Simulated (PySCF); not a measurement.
**Working out the ionisation energy of Cl**

Cl [Ne] 3s2 3p5 (2P) → Cl⁺ [Ne] 3s2 3p4 (3P). All numbers are calculated (PySCF 2.14, the spin-free X2C one-electron Hamiltonian (Gaussian nucleus), in aug-cc-pVTZ-DK). Frozen: [Ne]. Energies in hartree (1 hartree = 27.21139 eV):

```csv
part,Cl (lower),Cl⁺ (upper)
UHF,-460.894773,-460.462692
MP2 opposite-spin,-0.124336,-0.096321
MP2 same-spin,-0.037141,-0.028681
```

What does Hartree-Fock give?

(-460.462692) − (-460.894773) = 0.432081 hartree = 11.758 eV.

What do MP2 and SCS-MP2 (6/5 opposite-spin, 1/3 same-spin) give?

The opposite-spin parts differ by 0.762 eV and the same-spin parts by 0.230 eV. MP2: 11.758 + (0.762) + (0.230) = 12.750 eV. SCS-MP2: 11.758 + 1.2 × (0.762) + (0.230)/3 = 12.749 eV.

Measured between the centres of the two terms (NIST): 12.974 eV, so MP2 (valence) is off by -0.224 eV.

What remains against the reference includes basis incompleteness, the frozen core and correlation beyond second order.
